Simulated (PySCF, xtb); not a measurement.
C3H6, SMILES C(=C)C.

Harmonic wavenumbers (cm⁻¹) from GFN2-xTB in xtb 6.7.1 at its own minimum, in rising order: 164, 425, 580, 893, 934, 977, 1014, 1049, 1170, 1290, 1396, 1420, 1478, 1486, 1726, 2999, 3013, 3042, 3058, 3098, 3124.

**Question.** What does PBE-D3(BJ)/def2-TZVP (PySCF) give at its own minimum? (An estimate is asked for; the answer gives what the named calculation found.)

**Answer.** 204, 412, 572, 898, 913, 915, 991, 1028, 1156, 1286, 1352, 1399, 1425, 1440, 1664, 2956, 3005, 3039, 3061, 3066, 3151. Paired by order, the mean absolute difference is 26 cm⁻¹ and the zero-point energies are 49.1 and 48.5 kcal/mol.
